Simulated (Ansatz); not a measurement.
The inner images of a band of BFH4O (7 atoms, charge 0, multiplicity 1) are given out of order.

Theory: Ansatz 0.2.0, RKS B3LYP/cc-pVDZ.

First end point:

```xyz
7
Properties=species:S:1:pos:R:3
B -0.005 0.011 0.052
F -0.376 0.493 1.300
H 1.158 0.186 -0.249
H -0.871 0.046 -0.799
O 0.027 -1.737 0.357
H -0.871 -1.988 0.635
H 0.580 -1.865 1.149
```

Last end point:

```xyz
7
Properties=species:S:1:pos:R:3
B -0.146 -0.312 -0.602
F 0.858 -0.584 2.632
H 0.578 0.598 -0.305
H -0.647 -0.450 -1.690
O -0.392 -1.227 0.380
H -0.977 -1.953 0.121
H 0.368 -0.926 1.909
```

Problem. Put them in order from the first end to the last, with their energies above the first end.
A.
```xyz
7
Properties=species:S:1:pos:R:3
B 0.037 -0.007 0.050
F -0.116 0.466 1.354
H 1.117 0.202 -0.454
H -0.974 0.008 -0.626
O 0.144 -1.741 0.452
H -0.717 -2.141 0.247
H 0.150 -1.641 1.423
```
B.
```xyz
7
Properties=species:S:1:pos:R:3
B -0.092 -0.349 -0.581
F 0.534 -0.363 2.619
H 0.817 0.415 -0.405
H -0.910 -0.233 -1.459
O -0.159 -1.408 0.278
H -0.903 -2.007 0.115
H 0.354 -0.909 1.878
```
C.
```xyz
7
Properties=species:S:1:pos:R:3
B -0.017 -0.393 -0.515
F 0.193 -0.149 2.431
H 1.006 0.236 -0.513
H -1.016 -0.050 -1.096
O 0.008 -1.575 0.173
H -0.830 -2.060 0.130
H 0.297 -0.863 1.834
```
D.
```xyz
7
Properties=species:S:1:pos:R:3
B 0.067 -0.268 -0.087
F -0.052 0.108 1.557
H 1.132 0.154 -0.445
H -0.973 0.046 -0.606
O 0.137 -1.711 0.376
H -0.696 -2.176 0.207
H 0.028 -1.007 1.442
```
E.
```xyz
7
Properties=species:S:1:pos:R:3
B 0.056 -0.423 -0.361
F -0.053 0.073 2.005
H 1.113 0.133 -0.489
H -0.995 0.035 -0.725
O 0.119 -1.710 0.135
H -0.742 -2.153 0.132
H 0.144 -0.809 1.747
```

Solution. A (+0.02 eV), D (+0.81 eV), E (+0.36 eV), C (+0.32 eV), B (+0.29 eV).

Run time: 40 s on 1 thread of AMD EPYC 9R45 96-Core Processor (Zen 5), on a shared host, peak memory 0.13 GiB.
